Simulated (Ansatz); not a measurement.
Reaction (atomization): `OC(O)(Cl)Cl` → C• + 2 Cl• + 2 H• + 2 O•

Calculated with Ansatz (gas phase, PBE0-D4/def2-TZVP geometries, no zero-point term in ΔE). CBS: MP2 limit from def2 TZ/QZ plus the TZ coupled-cluster correction, frozen cores. This one scheme is used for every species, atoms too. Functionals use def2-TZVPP. Open shells (•) are unrestricted, without spin–orbit coupling. Spin–orbit coupling would lower the free atoms: a little for C, Cl, O. One conformer a species, not always the lowest.

`OC(O)(Cl)Cl`:

Cartesian coordinates in Å:
```
O -0.767 0.963 0.033
C 0.145 -0.030 0.245
O 0.302 -0.866 -0.821
Cl 1.770 0.636 0.571
Cl -0.438 -0.911 1.685
H -0.456 1.484 -0.718
H -0.556 -1.276 -0.995
```

Q: What is ΔE at CCSD(T)/CBS? (An estimate is asked.)

A: Computed: +580.0 kcal/mol.

Q: What do these levels give: PBE-QIDH, PBE0, BHLYP, CCSD/def2-SVP, CCSD(T)/def2-TZVPP, MP2/def2-QZVPP? (Estimate.)

A: Computed: PBE-QIDH 574.0, PBE0 579.1, BHLYP 532.7, CCSD/def2-SVP 525.0, CCSD(T)/def2-TZVPP 558.0, MP2/def2-QZVPP 598.0 kcal/mol.

Largest T1 diagnostic among the species: 0.011.

From r2SCAN to r2SCAN0 (25 % exact exchange), in def2-TZVPP and without D4, ΔE moves by −20.4 kcal/mol: exact exchange takes away binding that semilocal exchange gives to molecules. The D4 term adds +6.7 kcal/mol with B3LYP and +3.4 kcal/mol with PBE0; it sums over pairs of atoms, weighted by their polarisabilities, and B3LYP, whose exchange is more repulsive, gets the larger term. Leaving LDA and LC-ωPBE aside and taking each functional with its dispersion term where it has one, the values, not all of them listed here, spread over 69.5 kcal/mol, from BHLYP-D4 to PBE-D4. LDA lies +107.6 kcal/mol from PBE without D4, its usual overbinding.

B3LYP here is the variant with VWN-RPA as its local correlation; programs differ in this.

For atomizations the MP2-based limit and the directly extrapolated one differ by several kJ/mol either way, and by 10 to 25 for some Ge, Se and Sn compounds, so smaller differences from it don't rank the levels.
